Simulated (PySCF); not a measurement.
## Spin states of MgF

Unrestricted PBE0; PySCF, spin-free X2C with a Gaussian nucleus, basis sets Mg x2c-TZVPPall, F x2c-TZVPPall. Outer shells of the fragments: Mg 3s2; F 2s2 2p5.

Followed along the bond (rough minima from three points):

| 2Ms+1 | unpaired | ⟨S²⟩ at the start | R at minimum (Å) | Te (eV) |
| --- | --- | --- | --- | --- |
| 2 | σ ↑ | 0.75 | 1.77 | 0.00 |
| 4 | σ ↑, π ↑↑ | 3.75 | none in the scan | ≤ 7.09 |

Solutions found at the starting distance of 1.970 Å, counted from the lowest of them; the search is not exhaustive and high or unbound solutions are not listed, so other states can lie among these:

| 2Ms+1 | unpaired | term | E (eV) | ⟨S²⟩ | ⟨Lz²⟩ | μ (D) |
| --- | --- | --- | --- | --- | --- | --- |
| 2 | σ ↑ | ²Σ⁺ | 0.00 | 0.75 | 0.00 | -4.18 |
| 2 | π ↑ | ²Π | 3.30 | 0.75 | 1.00 | -4.63 |
| 2 | π ↑ | ²Π | 5.04 | 0.75 | 1.00 | 2.54 |
| 4 | σ ↑, π ↑↑ | mixed | 7.01 | 3.75 | 2.01 | 1.75 |
| 4 | σ ↑, π ↑↑ | mixed | 7.11 | 3.75 | 2.01 | 1.94 |
| 4 | σ ↑↑, π ↑ | ⁴Π | 7.71 | 3.75 | 1.00 | 1.92 |

A term symbol is given only where ⟨S²⟩ and ⟨Lz²⟩ are close to those of a pure state; real π, δ and φ orbitals otherwise mix terms. A positive dipole means Mg(−)F(+).

Counting both spins, an empty level lies below a filled one in some of these solutions, because spin and occupation are held.
